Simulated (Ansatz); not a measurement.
We consider 1T (CdI2-type) SnSe₂, described by PBEsol (plane waves, PAW; Ansatz, an electronic-structure program).

Numerical settings: plane-wave cutoff 520 eV, 12×12×6 k mesh (along the axes of the cell as run), Fermi–Dirac smearing 0.01 eV, scalar-relativistic PAW data made under PBE.

Energies at three volumes about the minimum:

| V (Å³/atom) | E − E_lowest (meV/atom) |
|---|---|
| 25.380 | 0.65 |
| 25.898 | 0.00 |
| 26.416 | 0.49 |

**Question.** Fit a parabola by hand: where is the minimum, and what is the bulk modulus?

**Answer.** Slopes: (0.00 − 0.65)/(25.898 − 25.380) = -1.255 and (0.49 − 0.00)/(26.416 − 25.898) = 0.946 meV/Å³. Curvature E″ = 2 × (0.946 − (-1.255))/(26.416 − 25.380) = 4.249 meV/Å⁶. From the middle of the first interval, the slope vanishes at V0 = 25.6390 − (-1.255)/4.249 = 25.934 Å³/atom. B = V0 E″ = 25.934 × 4.249 meV/Å³ × 0.1602 GPa per meV/Å³ = 17.7 GPa. The full Birch–Murnaghan fit to all volumes gives V0 = 25.904 Å³/atom and B0 = 17.4 GPa.

Shape and atoms are relaxed at each volume.

Note: the cell comes from a level without a dispersion term, which matters for the spacing of layers, chains or molecules.
